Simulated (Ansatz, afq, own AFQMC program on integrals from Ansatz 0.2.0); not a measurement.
Where AFQMC and coupled cluster stand for AlH2⁻, singlet

```json
{"atom": "Al", "x (Å)": "0.0000", "y (Å)": "-0.0810", "z (Å)": "0.0000"}
{"atom": "H", "x (Å)": "0.0000", "y (Å)": "1.0848", "z (Å)": "-1.2329"}
{"atom": "H", "x (Å)": "0.0000", "y (Å)": "1.0848", "z (Å)": "1.2329"}
```

Basis 6-31++G**. Noble-gas cores (and the filled d shells of Ga–Kr and In–Xe) are frozen. Integrals, coupled cluster, full CI and functionals: Ansatz 0.2.0; the random walks run on the same integrals in our own AFQMC program. ph-AFQMC/CISD is guided by a CISD state made of CCSD amplitudes; releasing the constraint for a short imaginary time cuts its bias at the price of noise, slowly where states lie close. Free projection: walkers drawn from exp(T), propagated without any constraint. Its projection time is finite, and what remains of the start isn't in its error. ± is one standard error of the sampling.

Determinant: UHF, the one that the program's search chose, which needn't be the lowest solution. The geometry is a PBE0/def2-TZVPD stationary point of this or a neighbouring charge and spin state.

Full CI on the same integrals is exact in this basis and with this determinant's frozen core.

Cautions: an unrestricted solution with more broken spin lies lower (53 meV, ⟨S²⟩ 0.35), while this determinant keeps restricted orbitals.

* T1 diagnostic: 0.0167
* weight of the determinant in the CISD state: 0.913
* ⟨S²⟩ of the determinant: 0.000
* size of the correlated space: 6 electrons in 30 orbitals

Reference: full CI, correlation energy -2.590 eV. The released energy is read at 2.40 1/Eh (meV from the phaseless value at times in 1/Eh: 6 ± 3 at 0.24, 3 ± 3 at 0.51, -1 ± 3 at 0.99, -8 ± 6 at 1.62, -3 ± 4 at 2.40).

```tsv
level	E − E(reference) (mEh)	share of correlation (%)
HF	95.16	0.00
MP2	24.80	73.94
CCSD	2.44	97.43
CCSD(T)	0.62	99.35
CCSDT	0.09	99.91
CCSDT(Q)	0.02	99.98
CCSDTQ	0.00	100.00
ph-AFQMC/CISD	0.03 ± 0.15	99.96
released AFQMC	-0.06 ± 0.14	100.07
free AFQMC	-0.07 ± 0.15	100.08
```

CCSDT and higher add their correlation energy to the determinant of the CCSD(T) run, since their own runs factorise the integrals more tightly (a shift of under 2 meV). Free projections are given only where their last times agree within the noise and don't stop above the reference; a slow remainder of the start can still hide under it. A walk keeps the symmetry of its determinant, which the program's search chose and which needn't be the lowest solution, so a lower state of the same spin and another symmetry isn't excluded. Released energies are given only where the last usable release times agree within the noise; a slower fall can still hide under it.
